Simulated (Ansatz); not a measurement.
**CH3OS+ (SMILES O[CH+]S): one structure at several levels**

One table from this session's results is given with a row withheld; the runs are named, their logs left out.

The runs use Ansatz 0.2.0, Gaussian basis; single points in def2-TZVPP.

Cores are frozen in the correlated methods. B3LYP uses VWN-RPA correlation.

### Where the work starts

6 atoms, charge 1, spin multiplicity 1.

Atoms are counted from 1 here; the program's logs count them from 0.

Bond lengths: O1–C2 1.212 Å, O1–H4 0.941 Å, C2–S3 1.674 Å, C2–H5 1.189 Å, S3–H6 1.434 Å. Angles: C2–O1–H4 124.8°, O1–C2–S3 130.4°, O1–C2–H5 115.6°, S3–C2–H5 113.8°, C2–S3–H6 95.4°.

Coordinates:

```
O    -0.7071   -0.7834   -0.4728
C     0.2234   -0.0115   -0.5594
S     0.9439    0.9539    0.6029
H    -1.2793   -0.8543    0.2712
H     0.7737    0.0143   -1.6134
H     0.0313    0.6063    1.6526
```

Set-up of the first run:

Contents of run/in.yaml:

```yaml
crystal:
  periodic: [false, false, false]
  atoms:
    - {symbol: O, position_ang: [-0.707100, -0.783400, -0.472800]}
    - {symbol: C, position_ang: [0.223400, -0.011500, -0.559400]}
    - {symbol: S, position_ang: [0.943900, 0.953900, 0.602900]}
    - {symbol: H, position_ang: [-1.279300, -0.854300, 0.271200]}
    - {symbol: H, position_ang: [0.773700, 0.014300, -1.613400]}
    - {symbol: H, position_ang: [0.031300, 0.606300, 1.652600]}
basis:
  gaussian: {orbitals: def2-TZVPP}
total_charge: 1
correlation: {method: ccsd_t}
output: {forces: true}
```

The command line of these runs was not kept.

Steps of the session up to this table: CCSD(T)/def2-TZVPP; PBE0-D4/def2-TZVPP; wB97M-V/def2-TZVPP; r2SCAN-D4/def2-TZVPP; PBE-D4/def2-TZVPP; B3LYP-D4/def2-TZVPP; B97M-V/def2-TZVPP.

One table of the session follows, with a row left open; its other results are not shown here.

```
   method  RMS force component (eV/Å)  angle to CCSD(T) forces (°)
  CCSD(T)                       1.966                    reference
  PBE0-D4                       1.787                          4.3
  wB97M-V                       1.856                          3.7
r2SCAN-D4                       1.856                          2.5
   PBE-D4                           ?                            ?
 B3LYP-D4                       1.848                          3.0
   B97M-V                       1.816                          4.8
```

**Question.** Estimate the row for PBE-D4.

The run gave: RMS force component (eV/Å): 1.924; angle to CCSD(T) forces (°): 6.3. In the column «RMS force component (eV/Å)» it lies between r2SCAN-D4 (1.856) and CCSD(T) (1.966).
